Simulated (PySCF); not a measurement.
Species: C5H7F.
Atom-mapped SMILES: `[CH2:1]=[C:2]([CH3:3])/[CH:4]=[CH:5]\[F:6]` (hydrogens: H7, H8 on C1; H9, H10, H11 on C3; H12 on C4; H13 on C5)

Method: PBE0-D3(BJ)/def2-SVP geometry optimisation, gas phase in PySCF; density fitting, grid level 1; the optimiser is geomeTRIC in internal coordinates, started from a GFN2-xTB structure with every atom displaced at random (about 0.01 Å).

Step 0: E = -7999.9856 eV
```
atom  x, y, z in Å  |  force x, y, z in eV/Å
C1     -0.9915    1.3773    0.7177   -1.200   1.822   0.790
C2     -0.3816    0.3632    0.1619    1.707  -1.630  -0.814
C3     -1.1176   -0.6609   -0.6620    0.829   0.164   0.995
C4      1.0925    0.2265    0.3560   -2.346   0.157  -0.229
C5      1.8661   -0.7306   -0.1093   -0.164  -0.504  -0.416
F6      1.4774   -1.7568   -0.8609   -0.170  -0.016  -0.044
H7     -0.4853    2.1405    1.3016    0.304   0.084   0.173
H8     -2.0565    1.5499    0.5870   -0.291  -0.091  -0.035
H9     -0.9788   -1.6418   -0.1943   -0.080  -0.249  -0.111
H10    -0.6914   -0.6993   -1.6516    0.155  -0.158  -0.751
H11    -2.1662   -0.4292   -0.7035   -0.807   0.164  -0.113
H12     1.5349    0.9929    0.9644    0.516   0.396   0.324
H13     2.9037   -0.7486    0.0825    1.547  -0.139   0.230
```

**Question.** Estimate the geometry and energy of step 1. (The exact step hangs on the optimiser's Hessian estimate; all steps are aligned on step 0, rigid shifts and turns removed.)

**Answer.** E = -8000.1408 eV, largest force 0.392 eV/Å
```
atom  x, y, z in Å  |  force x, y, z in eV/Å
C1     -1.0110    1.4090    0.7235    0.193  -0.296  -0.149
C2     -0.3757    0.3595    0.1581   -0.222   0.288   0.146
C3     -1.1178   -0.6583   -0.6547   -0.073   0.022  -0.126
C4      1.0641    0.2209    0.3491    0.246   0.045   0.086
C5      1.8897   -0.7310   -0.1021    0.069   0.033   0.039
F6      1.4945   -1.7667   -0.8414    0.044  -0.018  -0.013
H7     -0.4675    2.1467    1.3162    0.020   0.058   0.038
H8     -2.0865    1.5472    0.6063   -0.068   0.021  -0.006
H9     -1.0086   -1.6618   -0.2215   -0.005  -0.076   0.023
H10    -0.7123   -0.7181   -1.6789   -0.061   0.008   0.069
H11    -2.1906   -0.4141   -0.7093    0.116  -0.013  -0.005
H12     1.5564    0.9970    0.9482   -0.051  -0.072  -0.069
H13     2.9709   -0.7472    0.0964   -0.207   0.001  -0.035
```

The energy changes by -0.1552 eV. The first-order estimate −F·Δx gives -0.3542 eV and the mean of the old and new forces, exact on a quadratic surface, -0.1585 eV. The step makes an angle of 55° with the force vector and moves no atom by more than 0.069 Å.

What follows is the cost of the whole optimisation. On one thread of an Arm Neoverse V2, shared host, this took 33 s of wall time and 0.49 GiB of memory at its peak.
